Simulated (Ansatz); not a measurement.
# H₂OF−: geometry optimisation

The task: find the minimum of H₂OF− nearest to the start.

Computed with Ansatz 0.2.0. Level: RKS wB97X-V/def2-TZVPD.

## 1. The system as given

4 atoms, charge -1, spin multiplicity 1.

Atoms are counted from 1 here; the program's logs count them from 0.

Bond lengths: O1–H2 0.971 Å, O1–H4 1.090 Å. Angles: H2–O1–H4 101.6°.

As a file:

```csv
atom,x (Å),y (Å),z (Å)
O1,-0.1485,-0.2224,-0.8310
H2,0.1151,0.6912,-1.0275
F3,0.0861,-0.2192,1.6036
H4,-0.0527,-0.2497,0.2549
```

## 2. Relaxation

Contents of input.yaml:

```yaml
crystal:
  periodic: [false, false, false]
  atoms:
    - { symbol: O, position_ang: [-0.14848, -0.22239, -0.831008] }
    - { symbol: H, position_ang: [0.115095, 0.691156, -1.027519] }
    - { symbol: F, position_ang: [0.086122, -0.219162, 1.603645] }
    - { symbol: H, position_ang: [-0.052737, -0.249705, 0.254882] }
total_charge: -1
basis:
  gaussian: { orbitals: def2-TZVPD }
hamiltonian:
  xc: { name: wB97X-V }
output:
  forces: true
relax:
  f_tol: 0.003
  max_steps: 120
```

The run is started by

```
$ ansatz run input.yaml --threads 1 --pin off --max-ram 2560MiB --backend cpu --events-out ev --progress --plain --runs-dir out
```

Q: Predict the outcome of this session. Wanted: energy gained; root mean square move.

As calculated:

```
             quantity      value
        energy gained  0.0090 eV
root mean square move    0.012 Å
```

Bond lengths: O1–H2 0.960 Å, O1–H4 1.062 Å. Angles: H2–O1–H4 102.5°. No frequencies were computed here.
